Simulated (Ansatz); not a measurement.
System: C4H3O, charge 0, multiplicity 2. It need not be the lowest isomer of its formula. SMILES: c1co[c]c1
Geometry: optimised at B3LYP-D3(BJ)/def2-TZVP (Ansatz, an electronic-structure program).

Parts of the frozen-core correlation energy in cc-pVDZ (Ansatz, hartree). Frozen orbitals: 5; correlated occupied orbitals by spin: 13 and 12; virtual: 67 and 68. UHF or UKS for open shells. No spin-orbit coupling. No relativistic terms.

```csv
term,value
reference (HF),-227.98886
MP2 opposite-spin,-0.47425
MP2 same-spin,-0.17753
CCSD correlation,-0.69646
(T),-0.02856
T1 diagnostic,0.039
largest doubles amplitude,0.077
<S^2> of the reference,1.062
```
